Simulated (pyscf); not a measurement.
Single points on ωB97X-D3(BJ)/def2-SVP structures (PySCF, gas phase).

### Question
For the elementary gas-phase step HO–Si(OH)(F)–F + H₂O + HF → HO–Si(OH)(OH)–F + HF + HF (singlet surface; F–Si, H–O, F–H broken, O–Si, F–H, F–H formed), what barrier and reaction energy does PBE0-D3(BJ)/def2-TZVP give, measured from the separated reactants?

### Answer
ΔE‡ = 2.4 kJ/mol, ΔE = +36.4 kJ/mol. ωB97M-D3(BJ)/def2-TZVP gives 14.8 kJ/mol and +38.2 kJ/mol. Zero-point energy shifts the barrier by +12.7 kJ/mol. It is a multi-bond step, with an imaginary mode of 751i cm⁻¹. On the reactant side the descent ends in an adduct with a O–Si contact, 38.6 kJ/mol under the separated species and 53.4 kJ/mol under the saddle at ωB97X-D3(BJ)/def2-TZVP. On the product side the descent ends in a bound adduct (not fully relaxed), 92.3 kJ/mol under the separated species and 70.3 kJ/mol under the saddle at ωB97X-D3(BJ)/def2-TZVP. At PBE0-D3(BJ) the saddle lies under the separated products, which points to a path from their complex (located at ωB97X-D3(BJ) alone), and parting the products costs more than the saddle. What is counted as formed (O–Si) is already present as a longer contact in the reactant adduct; forming that adduct is a step of its own. The same reactants have a lower exit, to HO–Si(F)(F)–F + H₂O + H₂O (highest point, the separated products, at -34.1 kJ/mol at ωB97M-D3(BJ), against +14.8 kJ/mol here). One saddle was located; it need not be the lowest between these sides.
